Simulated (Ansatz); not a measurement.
The first iterations of a band of CH6Si + H (9 atoms, charge 0, multiplicity 2).

Method: Ansatz, UKS r2SCAN-D4/def2-SVP.

```
movable images  : 9
climbing image  : from the first iteration
spring          : 5.0 eV/Å²
optimiser       : fire
start path      : through a guess of the saddle point
force threshold : 0.05 eV/Å
iteration limit : 60
end points      : relaxed
```

Initial state:

```xyz
9
Properties=species:S:1:pos:R:3
H -0.871 -0.398 0.921
C -0.366 -0.729 -0.002
Si 0.739 0.633 -0.678
H -1.729 0.091 2.857
H -1.142 -1.010 -0.730
H 0.218 -1.631 0.239
H -0.065 1.849 -1.013
H 1.778 1.018 0.326
H 1.437 0.178 -1.920
```

Final state:

```xyz
9
Properties=species:S:1:pos:R:3
H -1.245 0.087 1.928
C -0.150 -1.048 -0.513
Si 0.735 0.567 -0.706
H -1.474 0.463 2.547
H -1.138 -1.238 -0.949
H 0.296 -1.909 0.000
H -0.245 1.688 -0.837
H 1.627 0.820 0.466
H 1.593 0.570 -1.936
```

| iteration | highest image above the first end (eV) | largest band force component (eV/Å) |
| --- | --- | --- |
| 1 | 0.370 | 2.518 |
| 2 | 0.299 | 1.346 |
| 3 | 0.291 | 2.348 |
| 4 | 0.287 | 1.624 |
| 5 | 0.283 | 0.624 |
| 6 | 0.281 | 0.503 |
| 7 | 0.281 | 0.480 |
| 8 | 0.281 | 0.434 |
| 9 | 0.280 | 0.398 |
| 10 | 0.280 | 0.383 |
| 11 | 0.280 | 0.364 |

Does the band converge within its limit, and where does its top end?

The run converged. It ended after 35 iterations with the highest image 0.269 eV above the first end. The order of the stationary point at the top wasn't checked.

Time of the run: 9.4 min on 2 threads of Intel(R) Xeon(R) Platinum 8259CL CPU @ 2.50GHz (Skylake/Cascade Lake), with other jobs on the host, peak memory 0.2 GiB.
